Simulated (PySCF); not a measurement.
Mapped SMILES: `[CH:1]#[C:2][CH2:3][CH2:4][Cl:5]` (H(Xn): hydrogen on atom n).

GIAO PBE0/pcSseg-1 shifts (PySCF 2.14, gas phase, non-relativistic, equivalent atoms averaged), each against references optimised in the same way as the molecule (TMS, HCl).

On the GFN2-xTB geometry: C2 84.6, C1 77.3, C4 48.6, C3 25.7, Cl5 102, H(C4) 3.63, H(C3) 2.62, H(C1) 1.46 ppm.

What changes on the PBE0-D3(BJ)/def2-SVP geometry?

Results:


```csv
atoms,δ (ppm),change
C2,82.7,-1.9
C1,76.8,-0.5
C4,46.9,-1.7
C3,25.0,-0.7
Cl5,96,-6
H(C4),3.33,-0.30
H(C3),2.39,-0.23
H(C1),1.93,+0.47
```

Bonds between heavy atoms that differ most (equivalent bonds averaged): C1–C2 1.196 → 1.211 Å, C2–C3 1.450 → 1.457 Å, C4–Cl5 1.786 → 1.784 Å. Mean change of bonds to hydrogen: C–H +0.012 Å.
